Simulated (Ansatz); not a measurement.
Could ZnCd exist in this structure?

Plane-wave DFT in Ansatz with scalar-relativistic PAW potentials. The crystal relaxes under PBEsol to Pm-3m with a = 3.297 Å, 17.91 Å³/atom. No spin polarisation. The structure is a made-up candidate, not known to be the stable one.

```yaml
crystal:
  lattice:
    - [3.29651, 0.00000, 0.00000]
    - [0.00000, 3.29651, 0.00000]
    - [0.00000, 0.00000, 3.29651]
  atoms:
    - { symbol: Zn, position: [0.50000, 0.50000, 0.50000] }
    - { symbol: Cd, position: [0.00000, 0.00000, 0.00000] }
```

Q: Test it against the elements, against displacements at the zone centre and against strain.

A:
- Energy over the elements: 0.142 eV/atom (PBEsol, standard states in the same functional, gases uncorrected)
- Optical modes at Γ: all 3 real, at 119 cm⁻¹ (PBEsol, no gap at this level, so no LO-TO term)
- Least eigenvalue of the elastic tensor: -28 GPa (PBEsol, smearing 0.15 eV on a cell relaxed with it; where the run has no gap this value hangs on mesh and smearing)

It fails: it lies above its elements; a homogeneous strain lowers the energy. As a saddle point it would distort to lower symmetry at 0 K, though thermal motion sometimes holds such a structure on average at high temperature.